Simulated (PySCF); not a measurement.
An unknown shows these calculated signals:

¹H NMR (400 MHz, computed): δ 5.41 (s, 4H).

¹³C{¹H} NMR (computed): δ 134.5 (CH).

- couplings computed with B3LYP/pcJ-1 (without the spin–dipole term)
- geometry from GFN2-xTB
- shieldings: GIAO PBE0/pcSseg-1
- code: PySCF 2.14.0 with density-fitted response routines
- a single conformation, no relativistic terms, one averaged value for each set of equivalent atoms, isolated molecule

δ = σ(ref) − σ, references computed at the same level: TMS for ¹H (σ = 31.72 ppm) and ¹³C (σ = 186.93 ppm).

Which of these does the molecule contain: a benzene ring, a non-aromatic C=C double bond, a tert-butyl group, an OH group?

Results:


- A benzene ring: no.
- A non-aromatic C=C double bond: yes.
- A tert-butyl group: no.
- An OH group: no.

The data belong to `O1C=COC=C1`, C4H4O2; they needn't prove each group on their own.

Carbon signals by region: 1 in the sp2 and nitrile region (100–160 ppm).

Shifts are as computed. Against solution values, carbons near 30 ppm lie about +3 ppm off and those near 130 ppm about +5 ppm. Of 1211 compounds with measured shifts, 218 miss one by over three times the rms of a fit or turn the order of signals round; such compounds aren't used in these exercises.
